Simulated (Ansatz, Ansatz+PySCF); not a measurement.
```tsv
atom	x (Å)	y (Å)	z (Å)
N	0.0000	0.0000	0.1313
H	1.0107	0.0000	-0.3064
H	-0.5054	0.8753	-0.3064
H	-0.5054	-0.8753	-0.3064
```

RHF on singlet NH₃ was run in several spherical basis sets with Ansatz (development build ahead of 0.2.0).

(1) Rank the basis sets by the total energy that they give, lowest first, with the distance from the lowest.
A. cc-pVDZ
B. cc-pVTZ
C. 6-31G(d)
D. def2-TZVP
E. def2-SVP

Results:

(1) D (0.00 eV), B (0.02 eV), A (0.55 eV), C (0.92 eV), E (1.85 eV).

Totals follow the description of the cores as much as that of the bonds, so this order isn't one of quality for chemistry.
